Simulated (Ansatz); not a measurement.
## BN (boron nitride): from total energies to a heat of formation

BN has 2 atoms, charge 0, and is taken as a triplet. As SMILES, `B#N`. The shape is that of a PBE0-D4/def2-TZVP optimisation.

```csv
atom,x (Å),y (Å),z (Å)
B,0.0000,0.0000,-0.0235
N,0.0000,0.0000,1.2919
```

Total energies at RPA@PBE/6-31G, 2 core orbitals frozen (Ansatz 0.2.0); the atoms run unrestricted:

| species | state | energy (Eh) |
| --- | --- | --- |
| BN | triplet | -79.168715 |
| B | doublet | -24.601265 |
| N | quartet | -54.463455 |

Harmonic wavenumbers at UPBE0-D4/def2-TZVP, in cm⁻¹: 1603.

Measured heats of formation of the gaseous atoms at 298.15 K, in kJ/mol: B 570.3, N 472.4. Take 1 Eh = 2625.50 kJ/mol, 1 cm⁻¹ = 0.0119627 kJ/mol, RT = 2.479 kJ/mol.

Work out the heat of formation of the gas at 298 K.


1. Electronic atomisation energy: (-24.601265) + (-54.463455) − (-79.168715) = 0.103995 Eh = 273.0 kJ/mol.
2. Zero-point energy: half the sum of the wavenumbers, 801.5 cm⁻¹ = 9.6 kJ/mol.
3. Thermal vibrational enthalpy, Σ hcν̃/(exp(hcν̃/kT) − 1): 0.0 kJ/mol. Translation, rotation and pV of a linear molecule: 3.5 RT = 8.7 kJ/mol.
4. The 2 free atoms carry 5/2 RT each: 12.4 kJ/mol.
5. Atomisation enthalpy at 298 K: 273.0 − 9.6 − 0.0 − 8.7 + 12.4 = 267.1 kJ/mol.
6. Sum of the atoms' heats of formation: 1042.7 kJ/mol. Heat of formation: 1042.7 − 267.1 = +775.6 kJ/mol.

No measured value is set beside it here. Anharmonicity and any spin-orbit splitting of the molecule are left out, and so is core correlation.
